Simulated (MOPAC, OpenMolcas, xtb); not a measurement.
## A ladder of methods for CH5OSi (SMILES C[SiH]O)

The species is CH5OSi (8 atoms), meant as a doublet with charge 0. SMILES: `C[SiH]O`. Geometry: relaxed at PBE0-D4/def2-TZVP. This is one conformer, not always the lowest.

```xyz
8

C    -0.6882    0.9018   -0.0994
Si    0.6703   -0.3234   -0.4584
O     0.2012   -1.7536    0.2346
H    -1.6286    0.5890   -0.5571
H    -0.4247    1.8870   -0.4909
H    -0.8416    0.9864    0.9807
H     1.9746    0.1329    0.1294
H     0.8289   -2.4772    0.2054
```

Quantity: the dipole moment, in D. The values are calculated.

| level | kind | program | value (D) | CPU time |
| --- | --- | --- | --- | --- |
| PM6 | semi-empirical | MOPAC | 0.99 | under 2 s |
| PM7 | semi-empirical | MOPAC | 1.39 | under 2 s |
| GFN2-xTB | semi-empirical | xtb | 0.94 | under 2 s |
| GFN0-xTB | semi-empirical | xtb | 1.45 | under 2 s |
| UHF/STO-3G | Hartree–Fock | OpenMolcas | 1.65 | 1.8 s |
| UHF/3-21G | Hartree–Fock | OpenMolcas | 1.36 | 2 s |
| UHF/def2-SVP | Hartree–Fock | OpenMolcas | 0.88 | 4.4 s |
| UB3LYP/6-31G* (spherical functions) | global hybrid | OpenMolcas | 0.60 | 25 s |
| UB3LYP/6-31G* (Cartesian functions) | global hybrid | OpenMolcas | 0.60 | 28 s |
| UPBE0/def2-SVP | global hybrid | OpenMolcas | 0.57 | 31 s |

The values span 0.57 to 1.65 D. Magnitudes only: a small dipole may point the other way at some levels. Sets without polarisation functions give poor dipoles. Without the sets that lack polarisation functions the rows with a basis span only 0.57 to 0.88 D. Times are those of the runs behind each value, whatever else they computed, on shared processors of several kinds: orders of magnitude only.
